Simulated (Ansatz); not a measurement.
# AlH4: the cost of one run

Method: def2-QZVPP, core rule «outside noble gas», up to 5 orbitals frozen; program: Ansatz 0.2.0, Gaussian basis.

The runs, in order: UHF; ROHF; CCSD(T) on UHF.

2 further runs of the same task are left out: 2 set aside as unsound or not needed.

## 1. What is computed

The geometry is a PBE0/def2-TZVP stationary point (not a proven minimum) of the parent state, kept for this charge and spin.

5 atoms, charge 0, spin multiplicity 4.

Atoms are counted from 1 here; the program's logs count them from 0.

Bond lengths: Al1–H2 1.663 Å, Al1–H3 1.663 Å, Al1–H4 1.663 Å, Al1–H5 1.663 Å. Angles: H2–Al1–H3 135.7°, H2–Al1–H4 64.5°, H2–Al1–H5 135.7°, H3–Al1–H4 135.7°, H3–Al1–H5 64.5°, H4–Al1–H5 135.7°.

## 2. UHF

The input, in.yaml:

```yaml
crystal:
  periodic: [false, false, false]
  atoms:
    - {symbol: Al, position_ang: [0.000000, 0.000000, 0.000000]}
    - {symbol: H, position_ang: [0.621180, 1.410429, 0.625916]}
    - {symbol: H, position_ang: [-0.624953, -1.407416, 0.628935]}
    - {symbol: H, position_ang: [-0.629895, 1.403521, -0.632699]}
    - {symbol: H, position_ang: [0.633669, -1.406534, -0.622152]}
basis:
  gaussian: {orbitals: "def2-QZVPP.json"}
magnetization: {spin_polarized: true, initial_magnetization: 3}
hamiltonian: {xc: hf}
output: {orbitals: {seedname: orbitals}}
```

The run is started by

```sh
ansatz run in.yaml --threads 1 --pin off --events-out ev --progress --plain --max-ram 4096MiB --backend cpu
```

**Question.** How long does this run take on 1 thread of AMD EPYC 7R13, shared host, and how much memory does it need?

About 15 s, with a peak of 0.36 GiB.
